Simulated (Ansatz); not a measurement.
# CH3MgN (SMILES C=[N][MgH]): single points off equilibrium

The atoms stand at a structure displaced at random from a GFN2-xTB minimum. How far do the functionals agree with CCSD(T) there?

Method: single points in def2-TZVPP; program: Ansatz 0.2.0, Gaussian basis.

Cores are frozen in the correlated methods. The outer core shell of Li, Na, Mg and K is correlated.

## Step 1: The starting structure

SMILES `C=[N][MgH]`, 6 atoms, charge 0, spin multiplicity 1.

Atoms are counted from 1 here; the program's logs count them from 0.

Bond lengths: C1–N2 1.228 Å, C1–Mg3 2.515 Å, C1–H4 1.052 Å, C1–H5 1.061 Å, N2–Mg3 1.839 Å, Mg3–H6 1.400 Å. Angles: N2–C1–Mg3 43.9°, N2–C1–H4 136.4°, N2–C1–H5 117.0°, Mg3–C1–H4 170.3°, Mg3–C1–H5 73.9°, H4–C1–H5 103.2°, C1–N2–Mg3 108.6°, C1–Mg3–N2 27.6°, C1–Mg3–H6 98.1°, N2–Mg3–H6 124.4°.

As a file:

```xyz
6
CH3MgN
C    -0.5333   -0.1781   -0.6962
N     0.0174   -1.0054    0.0251
Mg    0.6780   -0.1424    1.5081
H    -0.8833   -0.1457   -1.6875
H    -0.3799    0.8446   -0.4609
H     0.9133    1.2362    1.5820
```

## Step 2: CCSD(T)/def2-TZVPP

The input, run/in.yaml:

```yaml
crystal:
  periodic: [false, false, false]
  atoms:
    - {symbol: C, position_ang: [-0.533300, -0.178100, -0.696200]}
    - {symbol: N, position_ang: [0.017400, -1.005400, 0.025100]}
    - {symbol: Mg, position_ang: [0.678000, -0.142400, 1.508100]}
    - {symbol: H, position_ang: [-0.883300, -0.145700, -1.687500]}
    - {symbol: H, position_ang: [-0.379900, 0.844600, -0.460900]}
    - {symbol: H, position_ang: [0.913300, 1.236200, 1.582000]}
basis:
  gaussian: {orbitals: def2-TZVPP}
correlation: {method: ccsd_t}
output: {forces: true}
```

The command line of these runs was not kept.

## Step 3: PBE0-D4/def2-TZVPP

run/in.yaml, as its differences from that of step 2:

```diff
@@ -11,3 +11,3 @@
   gaussian: {orbitals: def2-TZVPP}
-correlation: {method: ccsd_t}
-output: {forces: true}
+hamiltonian: {xc: pbe0, dispersion: d4}
+output: {forces: true, orbitals: {seedname: orbitals}}
```

## Step 4: wB97M-V/def2-TZVPP

run/in.yaml, as its differences from that of step 3:

```diff
@@ -11,3 +11,3 @@
   gaussian: {orbitals: def2-TZVPP}
-hamiltonian: {xc: pbe0, dispersion: d4}
-output: {forces: true, orbitals: {seedname: orbitals}}
+hamiltonian: {xc: {name: wB97M-V}}
+output: {forces: true}
```

## Step 5: r2SCAN-D4/def2-TZVPP

run/in.yaml, as its differences from that of step 4:

```diff
@@ -11,3 +11,3 @@
   gaussian: {orbitals: def2-TZVPP}
-hamiltonian: {xc: {name: wB97M-V}}
+hamiltonian: {xc: r2scan, dispersion: d4}
 output: {forces: true}
```

## Step 6: PBE-D4/def2-TZVPP

run/in.yaml, as its differences from that of step 5:

```diff
@@ -11,3 +11,3 @@
   gaussian: {orbitals: def2-TZVPP}
-hamiltonian: {xc: r2scan, dispersion: d4}
+hamiltonian: {xc: pbe, dispersion: d4}
 output: {forces: true}
```

## Step 7: r2SCANh-D4/def2-TZVPP

run/in.yaml, as its differences from that of step 6:

```diff
@@ -11,3 +11,3 @@
   gaussian: {orbitals: def2-TZVPP}
-hamiltonian: {xc: pbe, dispersion: d4}
+hamiltonian: {xc: {name: r2SCANh}, dispersion: d4}
 output: {forces: true}
```

## Step 8: BHLYP-D4/def2-TZVPP

run/in.yaml, as its differences from that of step 7:

```diff
@@ -11,3 +11,3 @@
   gaussian: {orbitals: def2-TZVPP}
-hamiltonian: {xc: {name: r2SCANh}, dispersion: d4}
+hamiltonian: {xc: {name: BHLYP}, dispersion: d4}
 output: {forces: true}
```

(Steps that only read results are left out.)

Before running it: what results should come out? Wanted: energy less free atoms, CCSD(T)/def2-TZVPP; RMS force component; RMS force error; HOMO and LUMO, PBE0-D4; T1 diagnostic.

As calculated:

| quantity | value |
| --- | --- |
| energy less free atoms, CCSD(T)/def2-TZVPP | -1607.3 kJ/mol |
| RMS force component | 1.934 to 2.124 eV/Å over the methods |
| RMS force error | PBE0-D4 0.352, wB97M-V 0.298, r2SCAN-D4 0.312, PBE-D4 0.253, r2SCANh-D4 0.356, BHLYP-D4 0.504 eV/Å |
| HOMO and LUMO, PBE0-D4 | -5.28 and -1.58 eV |
| T1 diagnostic | 0.012 |

What this shows: Against CCSD(T) the functionals' energies less atoms differ by -116.9 to -6.5 kJ/mol, PBE-D4 by -116.9 kJ/mol. A larger basis would deepen the CCSD(T) value, while the functionals are nearly converged already, so the order here is not reliable. On forces the order runs from PBE-D4 to BHLYP-D4. Frozen-core CCSD(T) forces in triple zeta carry basis errors of their own, and this is one geometry, so small gaps rank nothing.
